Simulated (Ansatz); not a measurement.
Cartesian coordinates in Å:
```
F -2.120 -0.097 0.263
Al -0.477 -0.070 0.360
S 0.592 0.253 -1.499
H 0.225 -0.272 1.749
H 1.780 0.186 -0.872
```

The species carries charge 0 and has multiplicity 1.

**Question.** List the PBE/def2-TZVPP orbital energies in eV (Ansatz 0.2.0). (An estimate is asked.)

**Answer.** Ansatz gave: Occupied: -2395.96, -1507.49, -659.23, -208.94, -155.08, -154.96, -154.89, -107.74, -69.83, -69.66, -69.60, -28.55, -18.21, -11.35, -10.39, -9.72, -9.58, -9.20, -7.64, -6.87. Lowest empty: -1.72, -1.10, -0.57, -0.08, 2.08, 2.95, 3.16, 3.22.
